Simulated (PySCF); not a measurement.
# CH2F (SMILES [CH2]F): UB3LYP/STO-6G

Aim: the energy change on altering one bond length of CH2F at UB3LYP/STO-6G, from 2 runs. The job is set up through a Python script.

The results are computed with PySCF 2.14.0.

9 further runs of the same task are left out: 9 set aside as unsound or not needed.

### 1 The structure to begin with

The species is CH2F (4 atoms), meant as a doublet with charge 0. SMILES: `[CH2]F`. The shape is that of a PBE0-D4/def2-TZVP optimisation.

Bond lengths: C1–F2 1.331 Å, C1–H3 1.082 Å, C1–H4 1.082 Å. Angles: F2–C1–H3 115.1°, F2–C1–H4 115.1°, H3–C1–H4 124.6°.

### 2 A single-point energy at UB3LYP/STO-6G

calc.py

```python
from pyscf import gto, dft

system = gto.M(
    atom=[
    ('C', (-0.030100, -0.057600, -0.131100)),
    ('F', (0.950000, 0.694000, 0.364600)),
    ('H', (-0.946900, 0.472300, -0.352500)),
    ('H', (0.027000, -1.108700, 0.119000)),
],
    basis='sto-6g',
    verbose=3,
    spin=1,
    max_memory=1860,
)

mf = dft.UKS(system, xc='b3lyp')
mf.conv_tol = 1e-10
mf.grids.level = 5
mf.kernel()
if not mf.converged:
    mf = mf.newton().run(mf.mo_coeff, mf.mo_occ)

etot = mf.e_tot
print('Final energy', etot)
```

On the command line:

```bash
$ OMP_NUM_THREADS=1 python calc.py
```

The program printed:

```text
WARN: HOMO -0.090522638470198 >= LUMO -0.0905226384701979

converged SCF energy = -138.445608804787  <S^2> = 0.75213509  2S+1 = 2.002134
Final energy -138.4456088047873
```

Run time: 4.5 s. Hardware: 1 thread of AMD EPYC 7B13 (Zen 3), shared host; peak memory 0.17 GiB.

### 3 The distorted shape

calc.py

```python
from pyscf import gto, dft

mol = gto.M(
    atom=[
    ('C', (-0.058648, 0.467922, -0.256143)),
    ('F', (0.921452, 1.219522, 0.239557)),
    ('H', (-0.975448, 0.997822, -0.477543)),
    ('H', (0.027000, -1.108700, 0.119000)),
],
    basis='sto-6g',
    verbose=3,
    max_memory=1860,
    spin=1,
    charge=0,
)

mf = dft.UKS(mol)
mf.xc = 'b3lyp'
mf.grids.level = 5
mf.conv_tol = 1e-10
mf.kernel()
if not mf.converged:
    mf = mf.newton().run(mf.mo_coeff, mf.mo_occ)

e_final = mf.e_tot
print(f'total energy: {e_final:.8f} hartree')
```

On the command line:

```bash
$ OMP_NUM_THREADS=1 python calc.py
```

The program printed:

```text
converged SCF energy = -138.357798605833  <S^2> = 0.75812162  2S+1 = 2.0081052
total energy: -138.35779861 hartree
```

Wall time 5.1 s (1 thread of AMD EPYC 7B13 (Zen 3), shared host); peak memory 0.17 GiB.

### 4 Summary of results

At UB3LYP/STO-6G:

| quantity | value |
| --- | --- |
| first shape: total energy | -138.44561 Eh |
| first shape: dipole moment | 0.49 D |
| first shape: HOMO energy (highest over α and β) | -3.04 eV |
| first shape: LUMO energy (lowest over α and β) | 1.95 eV |
| first shape: ⟨S²⟩ | 0.752 |
| distorted shape: total energy | -138.35780 Eh |
| distorted shape: dipole moment | 0.48 D |
| distorted shape: HOMO energy (highest over α and β) | -3.03 eV |
| distorted shape: LUMO energy (lowest over α and β) | 1.96 eV |
| distorted shape: ⟨S²⟩ | 0.758 |
| energy change with the C1–H4 bond stretched from 1.082 to 1.623 Å | 2.389 eV |

What this shows: With the C1–H4 bond stretched from 1.082 to 1.623 Å the energy rises by 2.39 eV (231 kJ/mol). The first shape isn't relaxed at this level, so the change isn't measured from a minimum. The minimal basis adds a large error of its own. Mulliken charges (first shape) run from -0.08 on C1 to +0.07 on H3; they depend strongly on the basis. Mulliken charges (distorted shape) run from -0.05 on F2 to +0.08 on H3.
